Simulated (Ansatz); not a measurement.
Input file:

```yaml
crystal:
  periodic: [false, false, false]
  atoms:
    - {symbol: Si, position_ang: [0.000000, 0.071910, -0.076258]}
    - {symbol: H, position_ang: [0.000000, -1.352725, -0.896715]}
    - {symbol: H, position_ang: [0.439321, -0.325502, 1.510796]}
    - {symbol: H, position_ang: [-0.439321, -0.325502, 1.510796]}
basis:
  gaussian: {orbitals: "6-31++G**"}
total_charge: 1
magnetization: {spin_polarized: false, initial_magnetization: 2}
correlation: {method: sc_nevpt2, electrons: outside_noble_gas, active_space: {window: {electrons: 4, orbitals: 4}, states: [{multiplicity: 3, weights: [0.5, 0.5]}]}}
accuracy: high
```

```sh
$ ansatz run in.yaml --threads 1 --pin off --events-out ev --progress --plain --max-ram 2393MiB
```

(1) Roughly how long does this take on 1 thread of AMD EPYC 7R43, shared host, and how much host memory?

```
775 factors; integrals over basis functions are off by at most 3.4e-9 eV
mean field evaluation 1: about -7896.4369 eV, gradient 8.2e0 eV
mean field evaluation 2: about -7896.4425 eV, gradient 8.2e0 eV
mean field evaluation 4: about -7897.2064 eV, gradient 8.7e-1 eV
mean field evaluation 8: about -7897.2298 eV, gradient 2.3e-5 eV
mean field -7897.22976022 eV, -290.2178407537 hartree, gradient 1.3e-8 eV, S^2 2.000000; 0 other end points of the search recorded, 0 dependent functions left out
reference -7897.22976022 eV, -290.2178407537 hartree; 9, 7 occupied and 32, 34 virtual orbitals, 775 factors
state -7897.28068758 eV, -290.2197122996 hartree
state -7893.17059579 eV, -290.0686692121 hartree
state -7897.28068758 eV, -290.2197122996 hartree; corrected -7899.30762176 eV, -290.2942007566 hartree
state -7893.17059579 eV, -290.0686692121 hartree; corrected -7895.20326765 eV, -290.1433685252 hartree
Total energy: -7897.25544470 eV, -290.2187846409 hartree
```

Natural occupations, averaged over the states: 1.9887 0.9979 0.5137 0.4997.

The total printed last is the weighted mean of the 2 states, 2.052 eV above the lowest of them, and is no single state's energy.

Answers

(1) 1.8 s wall and 0.1 GiB.
